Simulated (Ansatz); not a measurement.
## Si (R-3, No. 148, 8 atoms in the cell; start mp-571520; another form than the element's usual one)

Computed with r²SCAN in Ansatz (PAW).

Run with plane-wave cutoff 500 eV, 8×8×8 k mesh, Fermi–Dirac smearing 0.05 eV, scalar-relativistic PAW data made under PBE.

Cell (relaxed at this level):

Space group R-3, hexagonal axes (No. 148); a = b = 9.4302 Å, c = 5.6668 Å, α = β = 90.00°, γ = 120.00°

| atom | site | symmetry | x | y | z |
|---|---|---|---|---|---|
| Si | 18f | 1 | 0.0351 | 0.2669 | 0.2507 |
| Si | 6c | 3. | 0.0000 | 0.0000 | 0.2876 |
(The calculation used a cell of 8 atoms; values per cell refer to that cell.)

```json
{
 "band_gap": "zero (no gap)"
}
```

Note: the relaxation could not lower the start's symmetry, so the cell can be a saddle point above a distorted one.

Computed values are for the static lattice.

Computing time: roughly 70 core-seconds.

A start named mp-… is a Materials Project structure, which need not be a measured phase.

Ansatz is an electronic-structure program.
